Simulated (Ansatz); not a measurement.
in.yaml

```yaml
crystal:
  periodic: [false, false, false]
  atoms:
    - {symbol: Al, position_ang: [0.000000, 0.000000, 0.541126]}
    - {symbol: C, position_ang: [0.000000, 0.000000, -1.428933]}
    - {symbol: H, position_ang: [0.000000, 1.405499, 1.270943]}
    - {symbol: H, position_ang: [0.000000, -1.405499, 1.270943]}
basis:
  gaussian: {orbitals: cc-pVDZ}
total_charge: 1
magnetization: {spin_polarized: false}
correlation: {method: ccsdt_q, electrons: outside_noble_gas}
```

```sh
$ ansatz run in.yaml --threads 1 --pin off --events-out ev --progress --plain --max-ram 4096MiB --backend cpu
```

The program prints:

```
781 factors; integrals over basis functions are off by at most 1.5e-7 eV
mean field evaluation 1: about -7629.5565 eV, gradient 1.1e1 eV
mean field evaluation 2: about -7629.5576 eV, gradient 1.1e1 eV
mean field evaluation 4: about -7630.3792 eV, gradient 1.0e0 eV
mean field evaluation 8: about -7630.3929 eV, gradient 1.2e-4 eV
mean field evaluation 16: about -7630.3921 eV, gradient 5.3e-2 eV
mean field evaluation 32: about -7628.3031 eV, gradient 7.4e-2 eV
mean field evaluation 64: about -7630.0440 eV, gradient 7.7e0 eV
mean field evaluation 96: about -7628.2498 eV, gradient 2.0e0 eV
mean field evaluation 128: about -7628.3029 eV, gradient 1.7e-1 eV
mean field evaluation 160: about -7627.5766 eV, gradient 1.7e-1 eV
...
cycle  21  -4.86954614 eV  change   -1.8e-5 eV  update   2.9e-5
cycle  22  -4.86958635 eV  change   -4.0e-5 eV  update   1.9e-5
cycle  23  -4.86959807 eV  change   -1.2e-5 eV  update   1.3e-5
cycle  24  -4.86960771 eV  change   -9.6e-6 eV  update   1.1e-5
cycle  25  -4.86961372 eV  change   -6.0e-6 eV  update   6.3e-6
cycle  26  -4.86961728 eV  change   -3.6e-6 eV  update   4.5e-6
cycle  27  -4.86961909 eV  change   -1.8e-6 eV  update   2.7e-6
cycle  28  -4.86962068 eV  change   -1.6e-6 eV  update   1.6e-6
cycle  29  -4.86962132 eV  change   -6.5e-7 eV  update   1.1e-6
cycle  30  -4.86962170 eV  change   -3.8e-7 eV  update   7.3e-7
perturbative correction -0.01410978 eV, -0.0005185249 hartree
Total energy: -7635.27661806 eV, -280.5912403373 hartree
```

For the same geometry and basis RCCSDTQ lies 4.7 meV lower.

Ran on 1 thread of AMD EPYC 7R13, shared host: 4.3 s wall, 0.17 GiB peak host memory.
